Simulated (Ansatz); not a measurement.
A made-up structure of CH5AlB, doublet:

B1  (-1.787, 0.615, -1.141)
Al2  (0.132, 0.627, -0.443)
C3  (0.762, -0.712, 0.839)
H4  (0.623, -0.604, -1.188)
H5  (1.075, 1.782, -1.000)
H6  (1.116, -0.226, 1.754)
H7  (1.612, -1.265, 0.426)
H8  (-0.007, -1.435, 1.119)
(Å)

It is relaxed with PBE-D4/def2-SVP and then PBE0-D4/def2-TZVP (Ansatz 0.2.0). Atoms count as bonded within 1.22 times the sum of their covalent radii (H–H: 0.88 Å). The end point is not checked to be a true minimum.

Question: Does its bonding change? (A judgement: the text doesn't fix the answer.)

Answer: Computed: Yes. Formed: B1–H4; broken: Al2–H4.

Where it ends: The first stage lowers the energy by 3.55 eV in 29 steps. It ends as CH₅AlB ([BH][AlH][CH3]):
B1  (-0.834, 0.033, -1.751)
Al2  (0.575, 0.502, -0.348)
C3  (0.952, -0.679, 1.166)
H4  (-1.651, -0.229, -2.573)
H5  (1.347, 1.877, -0.566)
H6  (0.861, -0.132, 2.110)
H7  (1.983, -1.045, 1.113)
H8  (0.292, -1.547, 1.214)
(Å)

Labels in which every atom is bracketed show which atoms are joined, not bond orders.

For scale, one of the runs: PBE0-D4/def2-TZVP relaxation, 129 basis functions, launched by `ansatz run in.yaml --threads 2 --pin off --events-out ev --progress --plain --max-ram 4352MiB`. Hardware: 2 CPU threads of an Intel Xeon Platinum 8175M, shared host. Wall time about 18 s.
